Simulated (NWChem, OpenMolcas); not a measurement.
**How basis sets differ on BNH2Cl (SMILES N[B]Cl)**

BNH2Cl: 5 atoms, total charge 0, spin state doublet. SMILES: `N[B]Cl`. The coordinates come from a PBE0-D4/def2-TZVP relaxation. This is one conformer, not always the lowest.

```xyz
5

N    -0.3340    0.4121   -0.2567
B    -0.0984   -0.5446    0.7044
Cl    1.3432   -1.5262    0.7846
H    -1.1767    0.9599   -0.2731
H     0.3158    0.6251   -1.0006
```

Quantity: the dipole moment, in D. The values are calculated.

| level | kind | program | value (D) |
| --- | --- | --- | --- |
| ROHF/ANO-L-MB | Hartree–Fock | OpenMolcas | 2.81 |
| ROHF/ANO-RCC-MB (DKH2) | Hartree–Fock | OpenMolcas | 3.27 |
| UHF/STO-3G | Hartree–Fock | OpenMolcas | 3.27 |
| UHF/SBKJC-VDZ (core potential) | Hartree–Fock | NWChem | 3.55 |
| UHF/3-21G | Hartree–Fock | NWChem | 3.71 |
| UHF/def2-SVP | Hartree–Fock | OpenMolcas | 2.77 |
| UHF/def2-TZVP | Hartree–Fock | OpenMolcas | 2.66 |

The values span 2.66 to 3.71 D. Magnitudes only. Sets without polarisation functions give poor dipoles.
